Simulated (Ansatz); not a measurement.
Results of PBE0 (plane waves, PAW; Ansatz, a program for electronic structure) for chalcopyrite CuGaSe₂.

The input as run:

Ansatz 0.2 input:
```yaml
crystal:
  lattice:
    - [2.80955, -2.80955, 5.513]
    - [-2.80955, 2.80955, 5.513]
    - [-2.80955, -2.80955, -5.513]
  atoms:
    - { symbol: Ga, position: [0.5, 0.5, 0.0] }
    - { symbol: Ga, position: [0.25, 0.75, 0.5] }
    - { symbol: Cu, position: [0.0, 0.0, 0.0] }
    - { symbol: Cu, position: [0.75, 0.25, 0.5] }
    - { symbol: Se, position: [0.875, 0.87438, 0.49938] }
    - { symbol: Se, position: [0.12562, 0.625, 0.00062] }
    - { symbol: Se, position: [0.375, 0.37562, 0.50062] }
    - { symbol: Se, position: [0.62438, 0.125, 0.99938] }
basis:
  ecutwfc: 460
  ecutrho_ratio: 4
  xc_grid: 2
kpoints:
  mp_grid: { grid: [6, 6, 6] }
hamiltonian:
  xc: pbe0
  dispersion: none
  pseudopotentials: { kind: paw }
scf:
  occupations: { method: fermi_dirac, width: 0.01 }
  convergence: { dr2_threshold: 0.0000000008 }
output:
  forces: true
  stress: true
  eigenvalues: true
```

From the output:

```
WARN output.stress: scf.exx.energy_threshold = 1e-6 eV is looser than the 8e-8 eV advised for a stress under a hybrid functional (1e-8 eV for each atom of the …
Crystal: 8 atoms, lattice volume = 174.069 Å³
Basis set: ecut = 460 eV, 3875 PW (Γ), exchange–correlation on 96×96×96 points (8 copies of the dense FFT grid, shifted against one another)
Bands: 77, of which v1, the nominal top of the filled ones, is band 64 counted from 1 (63 counted from 0)
Symmetry: 8 space group operations
Space group: I-42d (ITA 122), of the structure as read, at distance tolerance 5.6e-5 Å
k-points: 30 of 216 (time reversal used)
Functional: x = pbe(κ = 0.804, μ = 0.2195149727645171), c = pbe(β = 0.06672455060314922), warm-up for x = 0.75 pbe(κ = 0.804, μ = 0.2195149727645171) + 0.25 exact, c = pbe(β = 0.06672455060314922)
SCF iter   1: F=—  HF=-42696.448770 eV  |F-HF|=—  |Δ(HF+E_count)|=         —  Δρ=1.02e-3  dr2=2.07e-3
SCF iter   2: F=—  HF=-42696.449204 eV  |F-HF|=—  |Δ(HF+E_count)|=   4.34e-4  Δρ=1.69e-3  dr2=4.12e-3
  ...
Crystal: 8 atoms, lattice volume = 174.069 Å³
Initial density: handed on by an earlier stage of this run
Functional: x = 0.75 pbe(κ = 0.804, μ = 0.2195149727645171) + 0.25 exact, c = pbe(β = 0.06672455060314922)
Crystal: 8 atoms, lattice volume = 174.069 Å³
Crystal: 8 atoms, lattice volume = 174.069 Å³
SCF iter   2: F=—  HF=-42702.311843 eV  |F-HF|=—  |Δ(HF+E_count)|=   1.80e-9  Δρ=8.19e-7  dr2=1.76e-9
SCF iter   3: F=-42702.311843 eV  HF=-42702.311843 eV  |F-HF|=5.24e-10  |Δ(HF+E_count)|=   5.00e-9  Δρ=7.63e-7  dr2=6.87e-10
SCF 4 converged in 3 iterations: F = -42702.311843 eV  dr2 = 6.87e-10
Free energy (F): -42702.311843 eV
Internal energy: -42702.311843 eV  (E = F + TS)
E sigma→0 (E₀):  -42702.311843 eV
Fermi energy:    8.725399 eV
--- Forces (eV/Å), atoms counted from 1 ---
  atom   1  Ga    -0.00000000    -0.00000000     0.00000000
  atom   2  Ga    -0.00000000    -0.00000000     0.00000000
  atom   3  Cu    -0.00000000    -0.00000000    -0.00000000
  atom   4  Cu    -0.00000000     0.00000000     0.00000000
  atom   5  Se     0.01358336     0.00000000     0.00000000
  atom   6  Se     0.00000000    -0.01358336     0.00000000
  atom   7  Se    -0.01358336    -0.00000000    -0.00000000
  atom   8  Se     0.00000000     0.01358336    -0.00000000
--- Stress (GPa, compression-positive) ---
        1.061753       0.000000       0.000000
        0.000000       1.061753      -0.000000
        0.000000       0.000000       1.153802
  P = ⅓ Tr σ = 1.0924 GPa (10.924 kbar)
```

The PAW data were made under PBE.

Note: cell and atoms aren't relaxed at this level (pressure 1.1 GPa).
